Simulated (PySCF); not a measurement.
BF3. Atoms are numbered in the order given.

```xyz
4

B      0.0000     0.0000     0.0000
F     -1.3253     0.0000     0.0000
F      0.6627     1.1478     0.0000
F      0.6627    -1.1478     0.0000
```
Charge 0, spin multiplicity 1.

Geometry: PBE-D3(BJ)/def2-TZVP. The isomer is the one that the SMILES or the coordinates give; other isomers of the formula were not compared.

Calculation: M06-2X/def2-TZVPD (PySCF).

Gas-phase values at a fixed geometry.

Estimate the frontier levels, gap, dipole moment and polarisability. (An estimate is asked for; the answer gives what the named calculation found.)


| Quantity | Result |
|---|---|
| highest occupied level | -14.54 eV |
| lowest empty level | -0.14 eV |
| orbital gap | 14.40 eV |
| dipole moment | 0.000 e·Å |
| quadrupole, principal values (traceless, Buckingham form, about the centre of nuclear charge) | -2.06, -2.06, 4.13 D·Å |
| mean static polarisability | 15.7 bohr³ (2.33 Å³) |
| polarisability, principal values | 13.4, 16.9, 16.9 bohr³ |
